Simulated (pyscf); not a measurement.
H₂N–SiH(NH₂)–NH₂ + SiH₄ → H₂N–Si(NH₂)(NH₂)–SiH₃ + H₂, a four-centre exchange (singlet surface; H–Si, H–Si broken, Si–Si, H–H formed). Structures and frequencies: ωB97X-D3(BJ)/def2-SVP in PySCF. Energies in kcal/mol from the separated reactants.

Small-basis levels: PySCF, no dispersion term, spherical d functions. AM1 to PM7: differences of heats of formation from MOPAC, which are fitted to 298 K values and so differ in kind from electronic energies by zero-point and thermal terms. Cost: rough CPU time at the saddle relative to B3LYP/6-31G*, from one job on a shared machine.

```tsv
level	barrier	reaction energy	cost
HF/STO-3G	179.7	+8.2	0.04
SVWN5/6-31G*	60.4	+2.8	1
BP86/6-31G*	74.3	+5.1	2
PBE/6-31G*	71.2	+3.8	2
B3LYP/3-21G	98.3	+4.5	0.8
B3LYP/6-31G*	84.4	+8.4	1
B3LYP/def2-SVP	79.6	+10.6	1
AM1	101.8	+10.0	under 0.02
PM3	61.7	-23.2	under 0.02
ωB97M-D3(BJ)/def2-TZVP	75.7	+8.9	–
```

Against the last row the barrier runs from -15.3 (SVWN5/6-31G*) to +104.0 kcal/mol (HF/STO-3G). ωB97M-D3(BJ)/def2-TZVP has limits of its own. At the saddle there is also a short H–Si contact that neither side keeps. The same reactants have a lower exit, to H₂N–SiH(NH₂)–NH–SiH₃ + H₂ (barrier +41.5 kcal/mol at ωB97M-D3(BJ)/def2-TZVP, against +75.7 kcal/mol here). H₂N–Si(NH₂)(NH₂)–SiH₃ lies 16.6 kcal/mol over its isomer H₂N–SiH(NH₂)–NH–SiH₃ (electronic energy, ωB97M-D3(BJ)/def2-TZVP). One saddle was located; it need not be the lowest between these sides.
